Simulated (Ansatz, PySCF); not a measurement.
Deprotonation enthalpy (C-H bond) at 298 K: 5 cases among unsaturated hydrocarbons, in kcal/mol, species as SMILES. Set-up: non-relativistic; LANL2DZ all-electron up to Ne; frozen cores in correlated levels; dispersion terms only where a functional's name holds one; 6-31G* and kin with 6d, 5d where marked; spin-orbit terms left out. CBS marks a two-point X^-3 extrapolation of the correlation energy; Hartree-Fock from the larger set. The bracket is a focal-point correction in the basis named. Ab initio and DFT rows: single points at B3LYP-D3(BJ) geometries (Ansatz, a quantum-chemistry and plane-wave program), with unscaled harmonic terms from B3LYP/6-31G* (Ansatz) at its own minima. Sets without +, aug- or the D of def2-TZVPD hold no diffuse functions, which anions need.

Coupled cluster (Ansatz) is a level with limits of its own, used here on species with T1 under 0.025 (0.045 for open shells) and stable references: (a) RI-MP2/CBS(aug-cc-pVTZ,aug-cc-pVQZ)+[CCSD(T)-MP2]/aug-cc-pVTZ; (b) CCSD(T)/CBS(aug-cc-pVTZ,aug-cc-pVQZ).

| species | atoms | coupled cluster | difference of B3LYP/LANL2DZ (Ansatz) | difference of BLYP/6-31G* (Ansatz) | difference of MP2/3-21G (Ansatz) | difference of MP2/LANL2DZ (Ansatz) | difference of M06-2X/def2-TZVPD (PySCF) | difference of wB97X-V/def2-TZVPD (Ansatz) |
|---|---|---|---|---|---|---|---|---|
| C#C (C2H2) [acetylene], to [C-]#C + H+ | 4 | 378.0 (b) | 8.7 | 19.1 | 26.7 | 9.2 | -0.4 | 1.4 |
| C=C (C2H4) [ethene], to [CH-]=C + H+ | 6 | 407.8 (a) | 14.7 | 19.7 | 28.9 | 13.0 | 0.0 | 2.1 |
| C(=C)=C [propa-1,2-diene], to [CH-]=C=C + H+ | 7 | 383.0 (a) | 9.5 | 16.0 | 22.0 | 7.0 | -0.8 | 2.8 |
| C1=CC1, to [C-]1=CC1 + H+ | 7 | 385.7 (a) | 11.1 | 16.8 | 22.2 | 8.7 | -0.3 | 2.2 |
| C#CC, to C#C[CH2-] + H+ | 7 | 384.1 (a) | 6.6 | 10.4 | 28.7 | 13.3 | -1.7 | 1.3 |

```tsv
level	cases	mean signed difference	mean absolute difference	median absolute difference	largest absolute difference
B3LYP/LANL2DZ (Ansatz)	5	10.12	10.12	9.50	14.7
BLYP/6-31G* (Ansatz)	5	16.40	16.40	16.80	19.7
MP2/3-21G (Ansatz)	5	25.70	25.70	26.70	28.9
MP2/LANL2DZ (Ansatz)	5	10.24	10.24	9.20	13.3
M06-2X/def2-TZVPD (PySCF)	5	-0.64	0.64	0.40	1.7
wB97X-V/def2-TZVPD (Ansatz)	5	1.96	1.96	2.10	2.8
```

B3LYP/LANL2DZ lies above in 5 of 5 cases and within 2 kcal/mol in 0; mean signed difference 10.12 kcal/mol, mean absolute 10.12 kcal/mol (11.70 over the 2 cases of up to 6 atoms, 9.07 over the larger). These figures hold for the species listed.

How the rows were picked: cases drawn at random among the computed members of the class with clean coupled-cluster diagnostics. The batch they came from held 5 cases of this property in the class: 0 with a tabulated value, 5 with clean coupled cluster alone, 0 with neither, which enter no statistics. The levels are drawn from those run on every case listed, the commonest habits more often. No case is left out for the size of its miss. Left out are saddle points of the reference geometry, anions that the best level run finds unbound, excited spin states, species near biochemistry, 298 K rows of species without real B3LYP wavenumbers, cases with under five habitual levels, runs that failed or that the program found above a lower state of the same kind, table entries that another table contradicts, and a share of species set aside by lot.
